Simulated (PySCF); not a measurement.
# SiH3F (SMILES F[SiH3]) at QCISD(T)/STO-3G

What is the energy change on altering one bond length of SiH3F at QCISD(T)/STO-3G? 

The results are computed with PySCF 2.14.0.

9 further runs of the same task are left out: 3 that didn't finish, 6 set aside as unsound or not needed.

## (1) The system as given

SiH3F: 5 atoms, total charge 0, spin state singlet. SMILES: `F[SiH3]`. Geometry: relaxed at PBE0-D4/def2-TZVP.

Bond lengths: F1–Si2 1.600 Å, Si2–H3 1.482 Å, Si2–H4 1.482 Å, Si2–H5 1.482 Å. Angles: F1–Si2–H3 108.3°, F1–Si2–H4 108.3°, F1–Si2–H5 108.3°, H3–Si2–H4 110.6°, H3–Si2–H5 110.6°, H4–Si2–H5 110.6°.

## (2) A single-point energy at QCISD(T)/STO-3G

The input, run.py:

```python
from pyscf import gto, cc

mol = gto.M(
    atom='''
F       -1.274600       0.162800       0.858000
Si       0.043300      -0.019300      -0.030700
H       -0.367800      -0.192600      -1.443700
H        0.768600      -1.217900       0.451600
H        0.880500       1.193400       0.123400
''',
    basis='sto-3g',
    charge=0,
    verbose=3,
    max_memory=1860,
)

myscf = mol.RHF()
myscf.conv_tol = 1e-10
myscf.kernel()
if not myscf.converged:
    myscf = myscf.newton().run(myscf.mo_coeff, myscf.mo_occ)

mycc = cc.QCISD(myscf, frozen=6)
mycc.kernel()
e_t = mycc.qcisd_t()
e_final = mycc.e_tot + e_t
print('E = %.10f Eh' % e_final)
```

Started as:

```bash
$ OMP_NUM_THREADS=1 python run.py
```

Output:

```text
converged SCF energy = -385.385473818314
E(QCISD) = -385.4641156332359  E_corr = -0.07864181492140097
QCISD(T) correction = -0.00156255144599118
E = -385.4656781847 Eh
```

It took 1.1 s on 1 thread of Arm Neoverse N1, shared host; peak memory 0.12 GiB.

## (3) The distorted shape at the same level

The input, input.py:

```python
from pyscf import gto, cc

mol = gto.Mole()
mol.atom = '''
F     -2.725080    -0.150715     1.563140
Si    -0.234609    -0.494834    -0.116260
H     -1.011476    -0.822324    -2.786443
H      1.136009    -2.759860     0.795155
H      1.663904     2.255199     0.233192
'''
mol.verbose = 3
mol.basis = 'sto-3g'
mol.unit = 'bohr'
mol.charge = 0
mol.max_memory = 1860
mol.build()

hf = mol.RHF()
hf.conv_tol = 1e-10
hf.kernel()
if not hf.converged:
    hf = hf.newton().run(hf.mo_coeff, hf.mo_occ)

mycc = cc.QCISD(hf, frozen=6)
mycc.kernel()
e_t = mycc.qcisd_t()
etot = mycc.e_tot + e_t
print(f'total energy: {etot:.8f} hartree')
```

Started as:

```bash
$ OMP_NUM_THREADS=1 python input.py
```

Output:

```text
converged SCF energy = -385.341042734702
E(QCISD) = -385.4313509907441  E_corr = -0.09030825604227442
QCISD(T) correction = -0.00197869898442829
total energy: -385.43332969 hartree
```

Run time: 1.1 s. Hardware: 1 thread of Arm Neoverse N1, shared host; peak memory 0.12 GiB.

## (4) What came out

Level: QCISD(T)/STO-3G, 6 core orbitals frozen.

| quantity | value |
| --- | --- |
| first shape: total energy | -385.46568 Eh |
| first shape: dipole moment (Hartree–Fock density) | 1.04 D |
| first shape: HOMO energy (Hartree–Fock orbitals) | -10.43 eV |
| first shape: LUMO energy (Hartree–Fock orbitals) | 13.48 eV |
| first shape: HOMO–LUMO gap (Hartree–Fock orbitals) | 23.91 eV |
| first shape: correlation energy (6 core orbitals frozen) | -80.2 mEh |
| first shape: (T) correction | -1.56 mEh |
| first shape: T1 diagnostic | 0.009 |
| distorted shape: total energy | -385.43333 Eh |
| distorted shape: dipole moment (Hartree–Fock density) | 0.97 D |
| distorted shape: HOMO energy (Hartree–Fock orbitals) | -9.48 eV |
| distorted shape: LUMO energy (Hartree–Fock orbitals) | 10.11 eV |
| distorted shape: HOMO–LUMO gap (Hartree–Fock orbitals) | 19.59 eV |
| distorted shape: correlation energy (6 core orbitals frozen) | -92.3 mEh |
| distorted shape: (T) correction | -1.98 mEh |
| distorted shape: T1 diagnostic | 0.010 |
| energy change with the Si2–H5 bond stretched from 1.482 to 1.778 Å | 0.880 eV |

In words: With the Si2–H5 bond stretched from 1.482 to 1.778 Å the energy rises by 0.88 eV (20.3 kcal/mol). The first shape isn't relaxed at this level, so the change isn't measured from a minimum. The minimal basis adds a large error of its own. The triples (first shape) make up 1.9 % of the correlation energy. Mulliken charges (distorted shape) of the mean-field density run from -0.33 on F1 to +0.81 on Si2; they depend strongly on the basis. The triples (distorted shape) make up 2.1 % of the correlation energy.
